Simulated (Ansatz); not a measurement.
The inner images of a band of C₂HClF₂O (7 atoms, charge 0, multiplicity 1) are given out of order.

These are results of Ansatz, RKS r2SCAN/def2-SVP, not measurements.

Image 0:

```xyz
7
Properties=species:S:1:pos:R:3
F -0.360 -1.251 1.209
C -0.107 -0.729 0.016
F -0.624 -1.513 -0.928
O 1.158 -0.268 -0.206
C 0.082 0.698 -0.177
Cl 0.036 1.806 1.175
H -0.124 1.188 -1.136
```

Image 6:

```xyz
7
Properties=species:S:1:pos:R:3
F 0.207 -1.082 1.109
C -0.067 -0.405 -0.016
F -1.037 -1.099 -0.670
O 1.092 -0.332 -0.734
C -0.534 1.035 0.081
Cl -0.522 1.567 1.681
H 0.921 0.248 -1.496
```

Put them in order from the first end to the last, with their energies above the first end.
A.
```xyz
7
Properties=species:S:1:pos:R:3
F -0.037 -1.171 1.188
C -0.076 -0.644 -0.044
F -0.880 -1.406 -0.801
O 1.124 -0.358 -0.521
C -0.243 0.834 -0.136
Cl -0.283 1.729 1.308
H 0.456 0.948 -1.039
```
B.
```xyz
7
Properties=species:S:1:pos:R:3
F -0.229 -1.213 1.228
C -0.100 -0.720 -0.003
F -0.766 -1.488 -0.858
O 1.156 -0.309 -0.291
C 0.067 0.707 -0.181
Cl -0.140 1.751 1.205
H 0.074 1.205 -1.146
```
C.
```xyz
7
Properties=species:S:1:pos:R:3
F -0.125 -1.184 1.217
C -0.076 -0.691 -0.030
F -0.848 -1.444 -0.817
O 1.150 -0.372 -0.408
C -0.079 0.762 -0.148
Cl -0.239 1.743 1.245
H 0.278 1.118 -1.105
```
D.
```xyz
7
Properties=species:S:1:pos:R:3
F 0.122 -1.145 1.124
C -0.126 -0.492 -0.018
F -0.967 -1.264 -0.738
O 1.063 -0.262 -0.673
C -0.571 0.951 0.009
Cl -0.307 1.651 1.520
H 0.848 0.492 -1.270
```
E.
```xyz
7
Properties=species:S:1:pos:R:3
F 0.035 -1.177 1.154
C -0.117 -0.590 -0.034
F -0.912 -1.369 -0.781
O 1.073 -0.268 -0.626
C -0.381 0.892 -0.099
Cl -0.254 1.705 1.383
H 0.618 0.739 -1.042
```

B (+0.20 eV), C (+0.95 eV), A (+1.97 eV), E (+2.68 eV), D (+2.28 eV).

Time of the run: 3.4 min on 2 threads of Arm Neoverse V1 (shared host), peak memory 0.15 GiB.
